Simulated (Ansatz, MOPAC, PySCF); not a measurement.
Molecule: C$_{2}$H$_{3}$O$_{2}$, charge 0, multiplicity 2. SMILES: [CH2]C(=O)O
Coordinates optimised at B3LYP-D3(BJ)/def2-TZVP (Ansatz, a first-principles code):
```xyz
7

C      0.0433     0.0886    -0.0502
O      0.2842     1.1633    -0.5641
O     -1.1757    -0.2094     0.4758
H     -1.7337     0.5723     0.3459
C      0.9861    -0.9936     0.0729
H      0.7081    -1.9254     0.5416
H      1.9810    -0.8476    -0.3170
```
Charge 0, spin multiplicity 2.

Property: enthalpy of formation at 298 K, in kcal/mol. Set-up: LANL2DZ all-electron up to Ne; no spin-orbit coupling; non-relativistic; six Cartesian d functions in 6-31G* and its kin unless marked 5d; UHF or UKS for open shells; frozen cores in correlated levels; no dispersion term unless named; 6-311+G** with 5d; PM7 with its own dispersion and hydrogen-bond terms. Basis-set limits of correlation are two-point, X^-3; Hartree-Fock from the larger set. [CCSD(T)-MP2]/basis is that difference in the basis named. Ab initio and DFT rows: single points at B3LYP-D3(BJ) geometries (Ansatz), with unscaled harmonic terms from B3LYP/6-31G* at its own minima, enthalpies of formation by atomisation with measured atoms. Semi-empirical rows: MOPAC heats of formation at their own minima for 298 K. A UHF reference is markedly spin-contaminated in at least one set, which strains HF and MP2.

Coupled cluster (Ansatz) is a level with limits of its own, used here on species with T1 under 0.025 (0.045 for open shells) and stable references: RI-MP2/CBS(cc-pVTZ,cc-pVQZ)+[CCSD(T)-MP2]/cc-pVTZ.

Value to compare with, RI-MP2/CBS(cc-pVTZ,cc-pVQZ)+[CCSD(T)-MP2]/cc-pVTZ (Ansatz): -55.3 kcal/mol.

```tsv
level	program	enthalpy of formation at 298 K (kcal/mol)	difference
PM3	MOPAC	-66.6	-11.3
PM7	MOPAC	-62.7	-7.4
HF/STO-3G	Ansatz	152.1	207.4
HF/3-21G	Ansatz	218.4	273.7
HF/6-311+G**	Ansatz	163.3	218.6
PBE/STO-3G	Ansatz	-123.8	-68.5
BP86/6-31G* (5d)	PySCF	-85.5	-30.2
B3LYP/STO-3G	Ansatz	-77.8	-22.5
B3LYP/LANL2DZ	Ansatz	1.4	56.7
B3LYP/6-31+G*	Ansatz	-45.0	10.3
B3LYP/6-311+G**	Ansatz	-48.2	7.1
M06-2X/6-31G* (5d)	PySCF	-54.3	1.0
MP2/6-311+G**	Ansatz	-28.9	26.4
PBE/def2-TZVPD	Ansatz	-84.7	-29.4
B3LYP-D3(BJ)/def2-TZVPD	Ansatz + dftd3	-57.2	-1.9
```

Among the 13 habitual levels, HF/3-21G lies farthest from RI-MP2/CBS(cc-pVTZ,cc-pVQZ)+[CCSD(T)-MP2]/cc-pVTZ (Ansatz) (273.7 kcal/mol) and M06-2X/6-31G* (5d) nearest (1.0); 8 of 13 lie above it, and their mean absolute difference is 72.4 kcal/mol, the median 26.4. One case shows no general order.

The levels are drawn from those run, B3LYP/6-31G* more often than the rest, none by its result; runs whose electronic state is in doubt are left out.
